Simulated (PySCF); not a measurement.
N2, SMILES N#N (connectivity only; charge and spin as stated), charge +1, multiplicity 2. Atoms are numbered in the order given.

```xyz
2

N      0.0000     0.0000    -0.5521
N      0.0000     0.0000     0.5521
```
Charge +1, spin multiplicity 2.

The structure is a stationary point at B3LYP-D3(BJ)/def2-TZVPD.

These are B3LYP/pcH-1 (PySCF) values and carry that method's errors.

Unrestricted Kohn–Sham, ⟨S²⟩ = 0.753. Hyperfine tensors hold the contact and dipolar terms, without spin-orbit corrections.

Computed hyperfine couplings:
```tsv
nucleus	A(iso) (MHz)	A(iso) (G)	dipolar principal values (MHz)
14N no. 1	96.7	34.5	-30.4, -30.4, 60.8
14N no. 2	96.7	34.5	-30.4, -30.4, 60.8
```
